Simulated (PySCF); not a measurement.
Gas-phase reaction: 5 SiH₂F₂ → 4 SiHF₂ + SiH₄ + 2 HF

Energies from PySCF, thermal terms from the rigid-rotor harmonic-oscillator model, ideal gas at 1 bar. † marks an energy on the PBE0/def2-TZVP geometry and frequencies; other levels use their own. CCSD(T) freezes the core. 6-31G* has spherical d functions here. Open shells (unrestricted): SiHF₂ (multiplicity 2); the rest are closed-shell singlets. B3LYP is the form with VWN-RPA correlation. SiHF₂: computed as isolated molecules; such fragments, hydroxides, amides, oligomers or adducts are transient or little studied in the gas. CCSD(T) isn't extrapolated to the basis-set limit.

```tsv
level	ΔH°(298 K), kJ
B3LYP/6-31G*	(withheld)
B3LYP/def2-TZVP†	963
BLYP/def2-TZVP†	(withheld)
CCSD(T)/def2-SVP†	974
HF/6-31G*	966
M06-2X/def2-TZVP†	(withheld)
PBE0/def2-TZVP	942
r2SCAN/def2-TZVP†	952
LDA/def2-TZVP†	(withheld)
ωB97M-V/def2-TZVP†	1025
```

Task: What belongs in the gaps?

Result: 
- B3LYP/6-31G*, ΔH°(298 K), kJ: 1033
- BLYP/def2-TZVP†, ΔH°(298 K), kJ: 923
- M06-2X/def2-TZVP†, ΔH°(298 K), kJ: 995
- LDA/def2-TZVP†, ΔH°(298 K), kJ: 996
